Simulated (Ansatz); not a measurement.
Compare A (`C=CC(C)(C)C`) with its isomer B (`CC1CCCC1`).

Program: Ansatz. Geometries: PBE0-D4/def2-TZVP. ΔE: electronic, gas phase. CCSD(T)/CBS is the MP2 limit (def2-TZVPP, def2-QZVPP) plus CCSD(T) − MP2 in def2-TZVPP, frozen cores. Functionals use def2-TZVPP.

A:

```xyz
18

C    -0.527    2.206    0.322
C     0.315    1.189    0.436
C     0.102   -0.231   -0.013
C     0.224   -1.142    1.211
C     1.209   -0.587   -1.011
C    -1.257   -0.436   -0.667
H    -0.264    3.192    0.685
H    -1.505    2.100   -0.135
H     1.283    1.366    0.906
H     1.191   -1.013    1.703
H     0.133   -2.192    0.918
H    -0.558   -0.921    1.942
H     2.198   -0.446   -0.567
H     1.124   -1.633   -1.319
H     1.147    0.040   -1.903
H    -1.370   -1.478   -0.979
H    -1.372    0.192   -1.554
H    -2.071   -0.204    0.024
```

B:

```xyz
18

C     0.259   -2.144   -0.112
C     0.460   -0.643   -0.106
C    -0.375    0.117   -1.133
C    -0.304    1.579   -0.684
C    -0.028    1.534    0.837
C     0.062    0.047    1.196
H    -0.790   -2.392    0.078
H     0.535   -2.581   -1.075
H     0.861   -2.632    0.659
H     1.520   -0.423   -0.299
H    -1.408   -0.248   -1.080
H    -0.033   -0.034   -2.160
H     0.510    2.094   -1.201
H    -1.218    2.125   -0.924
H     0.914    2.039    1.067
H    -0.802    2.045    1.413
H     0.755   -0.154    2.017
H    -0.920   -0.331    1.505
```

Which is lower in electronic energy at CCSD(T)/CBS, and by how much? (Best estimate.)

The calculation gave: B, by 55.3 kJ/mol.

Give E(B) − E(A) in kJ/mol with PBE-D4, CCSD/def2-TZVPP, CCSD(T)/def2-TZVPP, B2PLYP, BLYP-D4, PBE0-D4, r2SCAN-D4. (An estimate is asked.)

Ansatz gave: PBE-D4 -63.3, CCSD/def2-TZVPP -59.4, CCSD(T)/def2-TZVPP -56.2, B2PLYP -53.3, BLYP-D4 -37.8, PBE0-D4 -74.2, r2SCAN-D4 -59.8. None reverses the order clearly.

Largest T1 diagnostic: 0.009.

From PBE to PBE0 (25 % exact exchange), in def2-TZVPP and without D4, E(B) − E(A) moves by −10.9 kJ/mol. At CCSD(T), def2-SVP lies −5.0 kJ/mol from the extrapolated value and def2-TZVPP −0.9 kJ/mol.
